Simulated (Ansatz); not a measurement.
Z-matrix (Å, degrees):
```
O
C 1 1.3910
C 1 1.3910 2 113.07
H 2 1.0993 1 108.14 3 180.00
H 3 1.0993 1 108.14 2 -180.00
H 3 1.1096 5 108.36 1 121.80
H 2 1.1096 4 108.36 1 -121.80
H 2 1.1096 4 108.36 7 -116.41
H 3 1.1096 5 108.36 6 116.41
```
Charge 0, multiplicity 1.

Method: frozen-core CCSD(T)/cc-pVTZ // PBE0-D3(BJ)/def2-SVP run with Ansatz (a first-principles code).

```
Item                            Value
----------------------  -------------
HF energy               -154.12547 Ha
MP2 correlation energy    -0.59789 Ha
```

Q: Estimate the CCSD correlation energy, the (T) correction, the total energy and the T1 diagnostic.

A: 
| Property | Result |
|---|---|
| CCSD correlation energy | -0.62807 Ha |
| (T) correction | -0.02232 Ha |
| CCSD(T) total energy | -154.77587 Ha |
| T1 diagnostic | 0.009 |
